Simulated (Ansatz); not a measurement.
Calculated with Ansatz (gas phase, PBE0-D4/def2-TZVP geometries, no zero-point term in ΔE). CCSD(T)/CBS adds triple-zeta CCSD(T) − MP2 to the extrapolated MP2 energy (def2 sets, frozen cores). This one scheme is used for every species. Triplets are unrestricted, without spin–orbit coupling. Each species was taken in one conformer, which may not be the lowest.

Consider the formal loss of a carbene: `C=C=CCO` → `[CH2]` (triplet) + `C=C=CO`.

`C=C=CCO`:

Cartesian coordinates in Å:
```
C -0.154 -2.003 1.083
C 0.010 -0.746 0.793
C 0.156 0.511 0.490
C -0.349 1.123 -0.784
O 0.692 1.704 -1.543
H 0.577 -2.749 0.789
H -1.026 -2.344 1.633
H 0.689 1.170 1.174
H -0.902 0.372 -1.359
H -1.035 1.943 -0.556
H 1.342 1.018 -1.721
```

`[CH2]` (triplet):

```xyz
3

C    -0.084   -0.099   -0.243
H     0.194   -0.880    0.446
H    -0.110    0.979   -0.203
```

`C=C=CO`:

```xyz
8

C     0.122   -1.457    0.517
C    -0.179   -0.285    0.037
C    -0.491    0.886   -0.446
O     0.331    1.969   -0.542
H     0.518   -2.248   -0.115
H    -0.014   -1.695    1.570
H    -1.483    1.097   -0.828
H     1.196    1.732   -0.192
```

| species | CCSD(T)/CBS(def2) energy (Eh) |
| --- | --- |
| `C=C=CCO` | -230.92015 |
| `[CH2]` (triplet) | -39.09499 |
| `C=C=CO` | -191.65809 |

Q: Work out ΔE.

A: ΔE = (-39.09499) + (-191.65809) − (-230.92015) = 0.16707 Eh = +438.6 kJ/mol.

Q: What do rigid-rotor, harmonic-oscillator terms from PBE0-D4/def2-TZVP frequencies (298.15 K, 1 bar) make of the CCSD(T)/CBS value? (Estimate.)

A: The calculation gave: ΔZPE = -29.2 kJ/mol, ΔH = +416.1 kJ/mol, ΔS = 161 J/(mol·K), ΔG = +367.9 kJ/mol. Open shells count their whole term as degenerate.

Largest T1 diagnostic among the species: 0.013.

Leaving LDA and LC-ωPBE aside and taking each functional with its dispersion term where it has one, the values, not all of them listed here, spread over 38.2 kJ/mol, from r2SCAN0-D4 to ωB97X-V. LDA lies +71.1 kJ/mol from PBE without D4. At CCSD(T), def2-SVP lies −22.1 kJ/mol from the extrapolated value and def2-TZVPP −11.7 kJ/mol.
